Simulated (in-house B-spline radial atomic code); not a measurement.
P. Computed with a B-spline radial atomic code. Model: all-electron spherical atom, spin shells full or empty, radial basis limit, no spin-orbit coupling, Breit or QED, empty-state partial waves extrapolated as (l+1/2)^-4, RPA, G0W0 and static COHSEX of the highest shell as one setting changes (uncorrelated shells keep exact exchange).

Given: element P; charge 0; filled core Ne; hamiltonian non-relativistic; mean-field start PBE; highest l of empty states 9; highest mean-field shell 3p up.

Shell: 3s 1 1, 3p 3 0 (electrons up and down).

```csv
lowest nl shells left uncorrelated,RPA correlation energy (hartree),G0W0 level (eV),G0W0 minus most complete (meV),COHSEX level (eV),linearised minus solved G0W0 (meV)
0,-0.85711,-10.091,0,-12.588,-155.6
1,?,?,?,?,?
2,?,?,?,?,?
3,-0.20797,-10.01,81,-12.398,-146.6
4,-0.076608,-10.205,-113.5,-12.223,-181
```

(1) What follows for lowest nl shells left uncorrelated = 2?

(2) What follows for lowest nl shells left uncorrelated = 1?

## Answers

(1) RPA correlation energy -0.58057 hartree; G0W0 level -10.081 eV; G0W0 minus most complete 10.4 meV; COHSEX level -12.567 eV; linearised minus solved G0W0 -154.5 meV.

(2) RPA correlation energy -0.7301 hartree; G0W0 level -10.088 eV; G0W0 minus most complete 3.7 meV; COHSEX level -12.585 eV; linearised minus solved G0W0 -155.2 meV.
